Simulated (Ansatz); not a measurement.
acetonitrile cation (C₂H₃N), SMILES N#CC (connectivity only; charge and spin as stated), charge +1, multiplicity 2.

Geometry: B3LYP-D3(BJ)/def2-TZVP. A frequency run showed that this geometry is not a minimum. The spin state was assumed, not searched.

Two levels are set side by side: PBE/def2-TZVPD (Ansatz, a quantum-chemistry and plane-wave program) and CAM-B3LYP/def2-TZVPD (Ansatz). Energy differences of separate SCF runs at the same geometry; the states with an electron removed or added have multiplicity 3 and 1. Differences are taken from unrounded values.

| quantity | CAM-B3LYP |
|---|---|
| vertical ionisation energy (eV) | 20.38 |
| vertical electron affinity (eV) | 11.76 |

Q: What does PBE give, and how far is it from CAM-B3LYP? (The exact figures need the calculation; the answer reports its results.)

A: 
```json
[
 {"quantity": "vertical ionisation energy (eV)", "PBE": "20.06", "PBE minus CAM-B3LYP": "-0.32"},
 {"quantity": "vertical electron affinity (eV)", "PBE": "11.61", "PBE minus CAM-B3LYP": "-0.14"}
]
```

On these quantities the two levels nearly agree.
